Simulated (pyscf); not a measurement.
Single points on ωB97X-D3(BJ)/def2-SVP structures (PySCF, gas phase).

**Question.** For the elementary gas-phase step •H₂Si–C(Cl)(Cl)–Cl + H₂ → H₃Si–C(Cl)(Cl)–Cl + H• (doublet surface; H–H broken, H–Si formed), what barrier and reaction energy does ωB97M-D3(BJ)/def2-TZVP give, measured from the separated reactants?

**Answer.** ΔE‡ = 63.2 kJ/mol, ΔE = +41.2 kJ/mol. Zero-point energy shifts the barrier by -3.8 kJ/mol. It is a hydrogen abstraction, with an imaginary mode of 1083i cm⁻¹. •H₂Si–C(Cl)(Cl)–Cl lies 492.6 kJ/mol over its isomer •H₂C–Si(Cl)(Cl)–Cl (electronic energy, ωB97M-D3(BJ)/def2-TZVP). H₃Si–C(Cl)(Cl)–Cl lies 540.4 kJ/mol over its isomer H₃C–Si(Cl)(Cl)–Cl (electronic energy, ωB97M-D3(BJ)/def2-TZVP). One saddle was located; it need not be the lowest between these sides. The angle at the transferred H is 174°.
